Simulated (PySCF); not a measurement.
**Static response to an electric field**

Species: (CH3)2CF2, C₃H₆F₂.
Structure used (GFN2-xTB), in Å, numbered top down from 1:
```xyz
11
C3H6F2 angstrom
C      1.292   -0.195   -0.045
C     -0.031    0.544    0.042
C     -1.261   -0.344   -0.004
F     -0.100    1.468   -0.967
F     -0.056    1.294    1.188
H      1.342   -0.740   -0.983
H      1.380   -0.886    0.788
H      2.109    0.522   -0.004
H     -1.239   -1.038    0.831
H     -1.278   -0.895   -0.939
H     -2.154    0.273    0.066
```

Level: CAM-B3LYP/def2-SVPD (PySCF), static field, nuclei fixed, core orbitals frozen in the response. The polarisability tensor in these axes (au):

```
x   42.55  0.18 -0.07
y    0.18 39.45  0.08
z   -0.07  0.08 38.47
```

What are the eigenvalues, a third of the trace, and Δα (Δα² = ½Σ(αi − αj)² over the three pairs)?

Principal values 38.46, 39.44 and 42.56 au; mean 40.15 au = 5.95 Å³ = 6.62 × 10⁻⁴⁰ C²·m²/J; Δα = 3.71 au (9 % of the mean).

What is the dipole moment, and where does it point?

(0.14, -2.54, -0.21) D, 2.55 D in size, pointing from the negative to the positive side. Measured along this direction, the outermost atoms are F5 and F4 at the negative end and H9, H10, H7 and H6 at the positive end.

Give the eigenvalues of the traceless quadrupole moment Θ = ½Σq(3rr − r²1), origin at the centre of nuclear charge.

-3.03, -0.84, 3.87 D·Å. The values depend on the origin, since the dipole doesn't vanish. The electronic extent ⟨r²⟩ about the same centre is 385 bohr², a root-mean-square distance of 1.60 Å for the 42 electrons.

In a dilute gas of rigid molecules at 298 K, how does the orientational term μ²/3kT compare with the electronic polarisability?

In Gaussian units μ²/3kT = 52.64 Å³ against 5.95 Å³, a ratio of 8.85; the Debye molar polarisation (4π/3)N_A(α + μ²/3kT) is 147.8 cm³/mol, leaving out the vibrational part.

Rayleigh depolarisation ratio (linearly polarised light, static tensor)?

ρ = 3Δα²/(45ᾱ² + 4Δα²) = 41.2/(72554 + 55.0) ≈ 0.000568.

Along which axes do the principal values lie, and how far do the nuclei extend along each?

Largest value along (1.00, 0.06, -0.02), where the nuclei span 4.27 Å; middle along (-0.06, 0.99, 0.08), 2.28 Å; least along (0.02, -0.08, 1.00), 2.16 Å. 

Isolated species at its GFN2-xTB geometry, gas phase.

The run behind these numbers computed excited states as well. Time: 12 s wall. Hardware: one thread, x86-64 server, no GPU, on a shared host.
